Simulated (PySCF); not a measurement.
# BPNH5 (SMILES NBP): a chain of runs

Wanted: a saddle-point search (B97-D-D3(0)/ccECP-cc-pVDZ), then the energy, then the energy (CCSD(T)/STO-3G), then a single-point energy of BPNH5. 

The results are computed with PySCF 2.14.0.

1 further run of the same task is left out (for a faulty analytic Hessian).

## Step 1: The system as given

BPNH5: 8 atoms, total charge 0, spin state singlet. SMILES: `NBP`. The run starts from this shape.

Bond lengths: N1–B2 1.379 Å, B2–P3 1.910 Å, N1–H4 1.008 Å, N1–H5 1.007 Å, B2–H6 1.171 Å, P3–H7 1.385 Å, P3–H8 1.383 Å. Angles: N1–B2–P3 115.0°, N1–B2–H6 119.5°, P3–B2–H6 121.3°, B2–N1–H4 123.6°, B2–N1–H5 123.9°, B2–P3–H7 118.9°, B2–P3–H8 117.5°, H4–N1–H5 112.5°, H7–P3–H8 123.6°.

## Step 2: A transition-state search at B97-D-D3(0)/ccECP-cc-pVDZ (density fitting with def2-universal-jkfit, core potential) (run 1)

Input file run.py:

```python
from pyscf import gto, dft
from pyscf.geomopt.geometric_solver import kernel as optimise

molecule = gto.M(
    atom=[
    ('N', (-0.717378, 0.635598, -1.126749)),
    ('B', (0.618922, 0.556278, -0.796709)),
    ('P', (1.178110, -1.131910, -0.098650)),
    ('H', (-1.283378, -0.166092, -1.357529)),
    ('H', (-1.229258, 1.500118, -1.190059)),
    ('H', (1.216752, 1.537598, -0.569249)),
    ('H', (0.383095, -2.244810, -0.319043)),
    ('H', (2.368095, -1.168337, 0.605333)),
],
    verbose=3,
    ecp='ccecp',
    charge=0,
    spin=0,
    max_memory=1860,
    basis='ccecp-cc-pvdz',
)

mf = dft.RKS(molecule)
mf.xc = 'b97-d'
mf = mf.density_fit(auxbasis='def2-universal-jkfit')
mf.disp = 'd3zero'
converged, mol_eq = optimise(mf, maxsteps=60, transition=True, hessian=True)
print('converged:', converged)
print(mol_eq.tostring())

mf.reset(mol_eq)
molecule = mol_eq
mf.kernel()
energy = mf.e_tot
print('E(%s) = %.9f' % ('B97-D', energy))
```

The run is started by

```bash
$ OMP_NUM_THREADS=1 python run.py
```

What it wrote:

```text
converged SCF energy = -22.3308968095778

WARN: DFTD3 does not support analytical Hessian, using finite difference

WARN: Mole.unit (angstrom) is changed to Bohr

[... 43 lines left out ...]
> Convergence Criteria:
[... 37 lines left out ...]
Note: Free energy does not include contribution from imaginary mode(s)
[... 23 lines left out ...]
converged SCF energy = -22.3317325305684
[... 109 lines left out ...]
converged SCF energy = -22.3400444229078
[... 109 lines left out ...]
converged SCF energy = -22.3462525724751
[... 101 lines left out ...]
Converged! =D
[... 1 line left out ...]
converged: True
N          -0.88906469        0.65540860       -1.17497031
B           0.40761631        0.49455759       -0.65590376
P           1.19677186       -1.13549380       -0.20089069
[... 4 lines of this table left out ...]
H           2.50674135       -1.20086626        0.31537098
converged SCF energy = -22.3462643753494
E(B97-D) = -22.346264375
```

It took 2.8 min on 1 thread of AMD EPYC 9R45 (Zen 5), shared host; peak memory 0.9 GiB.

Steps, from the record of the run:

```csv
step,energy from the first frame kept (eV),largest force (eV/Å)
0,0.0000,1.9353
1,-0.0227,1.8954
2,-0.0533,1.8522
3,-0.0936,1.7773
4,-0.1469,1.6339
5,-0.2018,1.4101
6,-0.2489,1.1828
7,-0.2977,1.0275
8,-0.3540,0.7627
9,-0.3889,0.4924
10,-0.4089,0.2551
11,-0.4179,0.0317
12,-0.4181,0.0136
13,-0.4182,0.0118
14,-0.4182,0.0029
15,-0.4182,0.0010
```

After the run. Bond lengths: N1–B2 1.406 Å, B2–P3 1.867 Å, N1–H4 1.014 Å, N1–H5 1.014 Å, B2–H6 1.210 Å, P3–H7 1.415 Å, P3–H8 1.410 Å. Angles: N1–B2–P3 125.4°, N1–B2–H6 121.0°, P3–B2–H6 113.6°, B2–N1–H4 124.8°, B2–N1–H5 121.4°, B2–P3–H7 128.0°, B2–P3–H8 121.5°, H4–N1–H5 113.8°, H7–P3–H8 110.5°.

## Step 3: A single-point energy at B97-D-D3(0)/ccECP-cc-pVDZ (density fitting with def2-universal-jkfit, core potential) (run 4)

Input file job.py:

```python
from pyscf import gto, dft

system = gto.M(
    atom=[
    ('N', (-1.055670, 0.633790, -0.404050)),
    ('B', (0.280630, 0.554470, -0.074010)),
    ('P', (1.178110, -1.131910, -0.098650)),
    ('H', (-1.621670, -0.167900, -0.634830)),
    ('H', (-1.567550, 1.498310, -0.467360)),
    ('H', (0.878460, 1.535790, 0.153450)),
    ('H', (0.134160, -1.906000, 0.381060)),
    ('H', (1.773530, -1.016540, 1.144390)),
],
    basis='ccecp-cc-pvdz',
    charge=0,
    verbose=3,
    ecp='ccecp',
    max_memory=1860,
)

mf = dft.RKS(system)
mf.xc = 'b97-d'
mf = mf.density_fit(auxbasis='def2-universal-jkfit')
mf.disp = 'd3zero'
mf.kernel()

e_final = mf.e_tot
print('E(%s) = %.9f' % ('B97-D', e_final))
```

The run is started by

```bash
$ OMP_NUM_THREADS=1 python job.py
```

What it wrote:

```text
converged SCF energy = -22.368977064661
E(B97-D) = -22.368977065
```

Wall time 5.4 s (1 thread of AMD EPYC 9R45 (Zen 5), shared host); peak memory 0.29 GiB.

## Step 4: A single-point energy at CCSD(T)/STO-3G (sfX2C) (run 5)

Input file start.xyz:

```xyz
8
BH5NP
N     -0.889065     0.655409    -1.174970
B      0.407616     0.494558    -0.655904
P      1.196772    -1.135494    -0.200891
H     -1.537177    -0.103086    -1.357973
H     -1.257725     1.572484    -1.402000
H      1.125261     1.449613    -0.463553
H      0.637793    -2.431558    -0.301162
H      2.506741    -1.200866     0.315371
```

Input file calc.py:

```python
# NBP
from pyscf import gto, scf, cc

mol = gto.M(
    atom='start.xyz',
    max_memory=1860,
    basis='sto-3g',
    spin=0,
    verbose=4,
)

hf = scf.RHF(mol)
hf = hf.x2c()
hf.kernel()

mycc = cc.CCSD(hf, frozen=7)
mycc.kernel()
e_t = mycc.ccsd_t()
etot = mycc.e_tot + e_t
print('Final energy', etot)
```

The run is started by

```bash
$ OMP_NUM_THREADS=1 python calc.py
```

What it wrote:

```text
PySCF version 2.14.0

[... 62 lines left out ...]
converged SCF energy = -418.568113765628
[... 12 lines left out ...]
Init t2, MP2 energy = -418.694802262186  E_corr(MP2) -0.126688496558781
[... 12 lines left out ...]
CCSD converged
[... 2 lines left out ...]
Final energy -418.7376564064499
```

Run time: 0.67 s. Hardware: 1 thread of AMD EPYC 9R45 (Zen 5), shared host; peak memory 0.13 GiB.

## Step 5: The energy at CCSD(T)/STO-3G (sfX2C) (run 6)

Input file mol.xyz:

```xyz
8

N     -1.055670     0.633790    -0.404050
B      0.280630     0.554470    -0.074010
P      1.178110    -1.131910    -0.098650
H     -1.621670    -0.167900    -0.634830
H     -1.567550     1.498310    -0.467360
H      0.878460     1.535790     0.153450
H      0.134160    -1.906000     0.381060
H      1.773530    -1.016540     1.144390
```

Input file job.py:

```python
from pyscf import gto, cc

molecule = gto.Mole()
molecule.atom = 'mol.xyz'
molecule.max_memory = 1860
molecule.verbose = 4
molecule.basis = 'sto-3g'
molecule.charge = 0
molecule.build()

myscf = molecule.RHF()
myscf = myscf.sfx2c1e()
myscf.kernel()

mycc = cc.CCSD(myscf, frozen=7)
mycc.kernel()
e_t = mycc.ccsd_t()
e_final = mycc.e_tot + e_t
print('Final energy', e_final)
```

The run is started by

```bash
$ OMP_NUM_THREADS=1 python job.py
```

What it wrote:

```text
PySCF version 2.14.0

[... 64 lines left out ...]
converged SCF energy = -418.630299100338
[... 12 lines left out ...]
Init t2, MP2 energy = -418.754020415018  E_corr(MP2) -0.123721314680065
[... 11 lines left out ...]
CCSD converged
[... 2 lines left out ...]
Final energy -418.79658549972066
```

It took 0.75 s on 1 thread of AMD EPYC 9R45 (Zen 5), shared host; peak memory 0.13 GiB.

## Step 6: Summary of results

```
                                                          quantity          value
         run 1, B97-D-D3(0)/ccECP-cc-pVDZ: total energy at the end   -22.34626 Eh
                   run 1, B97-D-D3(0)/ccECP-cc-pVDZ: dipole moment         1.75 D
                     run 1, B97-D-D3(0)/ccECP-cc-pVDZ: HOMO energy       -4.61 eV
                     run 1, B97-D-D3(0)/ccECP-cc-pVDZ: LUMO energy        0.15 eV
                   run 1, B97-D-D3(0)/ccECP-cc-pVDZ: HOMO–LUMO gap        4.76 eV
               run 1, B97-D-D3(0)/ccECP-cc-pVDZ: dispersion energy  -12.38 kJ/mol
                    run 4, B97-D-D3(0)/ccECP-cc-pVDZ: total energy   -22.36898 Eh
                   run 4, B97-D-D3(0)/ccECP-cc-pVDZ: dipole moment         2.73 D
                     run 4, B97-D-D3(0)/ccECP-cc-pVDZ: HOMO energy       -5.73 eV
                     run 4, B97-D-D3(0)/ccECP-cc-pVDZ: LUMO energy       -0.37 eV
                   run 4, B97-D-D3(0)/ccECP-cc-pVDZ: HOMO–LUMO gap        5.35 eV
               run 4, B97-D-D3(0)/ccECP-cc-pVDZ: dispersion energy  -13.71 kJ/mol
                               run 5, CCSD(T)/STO-3G: total energy  -418.73766 Eh
       run 5, CCSD(T)/STO-3G: dipole moment (Hartree–Fock density)         1.30 D
        run 5, CCSD(T)/STO-3G: HOMO energy (Hartree–Fock orbitals)       -4.93 eV
        run 5, CCSD(T)/STO-3G: LUMO energy (Hartree–Fock orbitals)        9.56 eV
      run 5, CCSD(T)/STO-3G: HOMO–LUMO gap (Hartree–Fock orbitals)       14.49 eV
run 5, CCSD(T)/STO-3G: correlation energy (7 core orbitals frozen)     -169.5 mEh
                             run 5, CCSD(T)/STO-3G: (T) correction      -3.74 mEh
                              run 5, CCSD(T)/STO-3G: T1 diagnostic          0.018
                               run 6, CCSD(T)/STO-3G: total energy  -418.79659 Eh
       run 6, CCSD(T)/STO-3G: dipole moment (Hartree–Fock density)         2.01 D
        run 6, CCSD(T)/STO-3G: HOMO energy (Hartree–Fock orbitals)       -7.07 eV
        run 6, CCSD(T)/STO-3G: LUMO energy (Hartree–Fock orbitals)        8.99 eV
      run 6, CCSD(T)/STO-3G: HOMO–LUMO gap (Hartree–Fock orbitals)       16.07 eV
run 6, CCSD(T)/STO-3G: correlation energy (7 core orbitals frozen)     -166.3 mEh
```

Mulliken charges (run 1, B97-D-D3(0)/ccECP-cc-pVDZ) run from -0.47 on P3 to +0.16 on H5. Mulliken charges (run 4, B97-D-D3(0)/ccECP-cc-pVDZ) run from -0.38 on P3 to +0.15 on H5; they depend strongly on the basis. Mulliken charges (run 5, CCSD(T)/STO-3G) of the mean-field density run from -0.49 on N1 to +0.22 on B2; they depend strongly on the basis. The triples (run 5, CCSD(T)/STO-3G) make up 2.2 % of the correlation energy. Mulliken charges (run 6, CCSD(T)/STO-3G) of the mean-field density run from -0.49 on N1 to +0.25 on P3. The triples (run 6, CCSD(T)/STO-3G) make up 1.7 % of the correlation energy.
